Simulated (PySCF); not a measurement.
Isomers of C3H6S, one conformer each; single-point electronic energies without zero-point terms and without any empirical dispersion term.

Computed with PySCF at wB97X-D/pcSseg-2, non-relativistic, each on one gas-phase PBE0-D3(BJ)/def2-TZVP geometry that isn't relaxed in the solvent. The solvent is an IEF-PCM continuum (cavity from Bondi-type radii × 1.2). Specific hydrogen bonds and non-electrostatic terms are outside this model.

| isomer | relative energy, gas (kcal/mol) | dipole (D) |
| --- | --- | --- |
| `C[C@H]1CS1` | 0.0 | 2.15 |
| `C=CSC` | 5.0 | 1.17 |

Problem. How do the relative energies look in chloroform (ε = 4.711)?

Solution. 
```json
{"isomer": "`C[C@H]1CS1`", "relative energy, solvent (kcal/mol)": "0.0", "E(solvent) − E(gas) (kcal/mol)": "-2.3", "dipole in solvent (D)": "2.80"}
{"isomer": "`C=CSC`", "relative energy, solvent (kcal/mol)": "4.9", "E(solvent) − E(gas) (kcal/mol)": "-2.4", "dipole in solvent (D)": "1.50"}
```

The order is unchanged. Conformers: `[CH2:1]=[CH:2][S:3][CH3:4]` with C1–C2–S3–C4 0°. The gains span 0.1 kcal/mol, the gas-phase energies 5.0 kcal/mol.
